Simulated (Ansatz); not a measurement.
# CH3B (triplet): the correlation ladder, def2-TZVPP

An exercise on one series of results from a longer session: the logs are not shown, and one member is left open.

The runs use Ansatz 0.2.0, Gaussian basis; def2-TZVPP, core rule «outside noble gas», up to 2 orbitals frozen.

Plan: UHF; ROHF; CCSD(T) on UHF.

2 further runs of the same task are left out: 2 set aside as unsound or not needed.

### What is computed

The geometry is a PBE0/def2-TZVP stationary point (not a proven minimum).

5 atoms, charge 0, spin multiplicity 3.

Atoms are counted from 1 here; the program's logs count them from 0.

Bond lengths: B1–C2 1.496 Å, B1–H3 1.202 Å, B1–H4 1.196 Å, C2–H5 1.082 Å. Angles: C2–B1–H3 119.8°, C2–B1–H4 120.9°, H3–B1–H4 119.3°, B1–C2–H5 144.8°.

The first run:

File in.yaml:

```yaml
crystal:
  periodic: [false, false, false]
  atoms:
    - {symbol: B, position_ang: [0.000000, 0.050359, 0.739783]}
    - {symbol: C, position_ang: [0.000000, -0.101482, -0.748988]}
    - {symbol: H, position_ang: [0.000000, 1.148901, 1.227395]}
    - {symbol: H, position_ang: [0.000000, -0.908685, 1.455152]}
    - {symbol: H, position_ang: [0.000000, 0.428910, -1.692336]}
basis:
  gaussian: {orbitals: def2-TZVPP}
magnetization: {spin_polarized: true, initial_magnetization: 2}
hamiltonian: {xc: hf}
output: {orbitals: {seedname: orbitals}}
```

On the command line:

```
$ ansatz run in.yaml --threads 1 --pin off --events-out ev --progress --plain --max-ram 4096MiB --backend cpu
```

Steps of the session up to this table: UHF; ROHF; CCSD(T) on UHF.

One of the session's tables, all rows but one given; the rest of the session is left out.

```
  method  from UCCSD(T) (kJ/mol)
    ROHF                       ?
     UHF                  +654.8
    UMP2                  +106.1
   UCCSD                   +19.4
UCCSD(T)                       0
```

Estimate the missing values for ROHF.

The run gave: from UCCSD(T) (kJ/mol): +670.3. In the column «from UCCSD(T) (kJ/mol)» it is the highest.

With the free atoms at the same levels and basis (separate runs), the atomisation energy is 15.975 eV at UCCSD(T), 13.464 eV at ROHF.
